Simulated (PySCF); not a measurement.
First SCF of a structure search on doublet NH₃⁺, at a hand-made trigonal pyramidal geometry. PySCF input:

```python
from pyscf import gto, scf, dft
mol = gto.M(atom='''
N      0.000000     0.000000     0.000000
H      0.891200     0.000000     0.473900
H     -0.445600     0.771800     0.473900
H     -0.445600    -0.771800     0.473900''',
    basis={'N': 'def2-TZVP', 'H': 'def2-TZVP'},
    charge=1, spin=1)
mf = dft.UKS(mol, xc='PBE0')
mf.grids.atom_grid = (50, 194)
aux = {'N': 'def2-universal-JKFIT', 'H': 'def2-universal-JKFIT'}
mf = mf.density_fit(auxbasis=aux)
mf.conv_tol = 1e-08
mf.diis_space = 10
mf.max_cycle = 60
mf.init_guess = 'minao'
mf.verbose = 4
mf.kernel()
```

Excerpt of the output (cycles alone):

```
init E= -56.4077873604174
cycle= 1 E= -56.0695229992223  delta_E= 0.338  |g|= 0.202  |ddm|= 0.798
cycle= 2 E= -56.0826089427825  delta_E= -0.0131  |g|= 0.176  |ddm|= 0.234
cycle= 3 E= -56.094351105389  delta_E= -0.0117  |g|= 0.0207  |ddm|= 0.083
cycle= 4 E= -56.0945702359365  delta_E= -0.000219  |g|= 0.0054  |ddm|= 0.0138
cycle= 5 E= -56.0945909364584  delta_E= -2.07e-05  |g|= 0.0018  |ddm|= 0.00343
cycle= 6 E= -56.0945945315183  delta_E= -3.6e-06  |g|= 0.000393  |ddm|= 0.00193
cycle= 7 E= -56.094594757306  delta_E= -2.26e-07  |g|= 3.71e-05  |ddm|= 0.000602
cycle= 8 E= -56.0945947588171  delta_E= -1.51e-09  |g|= 6.26e-06  |ddm|= 4.92e-05
Extra cycle  E= -56.0945947588468  delta_E= -2.97e-11  |g|= 2.75e-06  |ddm|= 5.08e-06
converged SCF energy = -56.0945947588468  <S^2> = 0.753094  2S+1 = 2.0030916
```

No lower solution of this spin was found by a stability analysis within the unrestricted form.

The search for the lowest solution, with the stability check, took 1.1 s on 2 threads of a shared Arm Neoverse V2 host, with 49 basis functions; the process peaked at 0.27 GiB.
